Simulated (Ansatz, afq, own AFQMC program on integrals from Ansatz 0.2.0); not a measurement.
Breaking Si1–P2 in SiPH5, singlet

| atom | x (Å) | y (Å) | z (Å) |
| --- | --- | --- | --- |
| Si | -0.6313 | -0.3589 | -0.3893 |
| P | 1.0936 | -0.0115 | 1.0412 |
| H | -1.8574 | -0.6227 | 0.4221 |
| H | -0.3185 | -1.5717 | -1.2034 |
| H | -0.8968 | 0.7884 | -1.3105 |
| H | 0.6451 | 1.2925 | 1.4175 |
| H | 1.9653 | 0.4839 | 0.0224 |

Products: SiH3 (doublet; SiH3) and PH₂ (doublet), each relaxed with PBE0/def2-SVP like the molecule; electronic energies without zero-point terms. Determinants: RHF, UHF and UHF in that order.

Basis def2-TZVP. Noble-gas cores (and the filled d shells of Ga–Kr and In–Xe) are frozen. Ansatz 0.2.0 and our own AFQMC program on the same integrals; the CISD trial comes from CCSD amplitudes, and released means the phaseless constraint is let go. ± is one standard error of the sampling. The errors of all members are added in quadrature.

No full CI on the walks' own integrals is used here; CCSDT(Q) serves as the reference and is uncertain by about the last step of the cluster series. Each member takes its own surest rung, up to full CI.

The best estimate is CCSD(T) at the basis-set limit (CBS: def2-TZVPP and def2-QZVPP, with their diffuse functions for anions and beside diffuse sets, CCSD(T) itself extrapolated) plus the step from CCSD(T) to CCSDT(Q) in def2-TZVP. Rows without CBS are in def2-TZVP; B2PLYP and the wave-function rows carry a basis error of their own. Core correlation and relativity beyond core potentials are missing, and ± holds the sampling alone.

(1) Estimate: order these levels by their error in the bond energy against the best estimate, smallest first.
A. PBE0
B. HF/CBS
C. MP2
D. CCSD

Answers

(1) C (7.1 kJ/mol), A (13.3 kJ/mol), D (24.3 kJ/mol), B (107.7 kJ/mol).

Best estimates are given only where the step beyond CCSD(T) is under 0.3 eV and no member's determinant is very poor (T1 over 0.05, or 0.07 for open shells, ⟨S²⟩ too high by 0.3, two states mixed), so the hardest cases are missing from such tables.

The functionals ran in a triple-zeta set and keep a basis error of their own, a few kJ/mol for each bond in atomization energies and more for double hybrids, so close places among them and the extrapolated levels can swap.

Each member of a difference takes its own highest rung, so a best estimate needn't equal the limit plus the step of one row.
